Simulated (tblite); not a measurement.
Run record: tight-binding relaxation, `[O+]#CCC(Cl)Cl`.

Computed with GFN2-xTB geometry optimisation, gas phase (tblite 0.8.0). Start geometry: from a force field or distance geometry. A driver script takes a list of jobs; this job's settings line and coordinates (Å) are shown.

Command:
```bash
OMP_NUM_THREADS=1 python probes_run.py task.json out
```

Input:
```
{"job": {"kind": "relax", "xc": "GFN2-xTB", "basis": "xTB"}, "charge": 1, "multiplicity": 1}
O     -2.027400     1.288100    -0.687300
C     -1.332600     0.464400    -0.413500
C     -0.392500    -0.622900    -0.017000
C      0.956900     0.015700     0.197600
Cl     0.710900     1.198200     1.531400
Cl     1.410900     0.894500    -1.268800
H     -0.680800    -1.085600     0.940900
H     -0.356100    -1.392300    -0.799700
H      1.724400    -0.754200     0.491200
```

Output:
```
step      E/eV     max force
  0    -560.17373    2.454
  1    -560.27946    3.175
  2    -560.28605    2.746
  3    -560.36259    0.433
  4    -560.37931    0.382
  5    -560.41135    0.317
  6    -560.41646    0.232
  7    -560.42068    0.185
  8    -560.42316    0.165
  9    -560.42591    0.152
... (18 lines left out)
 28    -560.44072    0.035
 29    -560.44084    0.035
 30    -560.44093    0.033
 31    -560.44100    0.026
 32    -560.44105    0.020
 33    -560.44109    0.019
 34    -560.44113    0.019
 35    -560.44116    0.018
 36    -560.44118    0.011
 37    -560.44119    0.006
```

«max force» is the largest atomic force in eV/Å.

Question: From which step on does the largest force stay under 0.1 eV/Å, and how much energy is left to gain from there?

Answer: From step 17 (0.080 eV/Å), 5.1 meV above the end.

In short: energy lowered by 6.2 kcal/mol over 37 steps; largest atomic force 0.006 eV/Å at the end.

Question: Where do the atoms end?

Answer: 0.110 Å rms from the input after alignment:
```
atom  x, y, z in Å
O1    -2.1065    1.1727   -0.6895
C2    -1.3833    0.3781   -0.3948
C3    -0.4451   -0.5710   -0.0275
C4     0.9738    0.0751    0.2211
Cl5    0.8811    1.2184    1.5856
Cl6    1.5425    0.8632   -1.2747
H7    -0.7679   -1.0779    0.8955
H8    -0.3527   -1.3267   -0.8234
H9     1.6718   -0.7260    0.4824
```

The run took 0.68 s of wall time on an AMD EPYC with one thread (shared host).
Labels such as C1 count atoms from 1, the log's own numbers from 0.
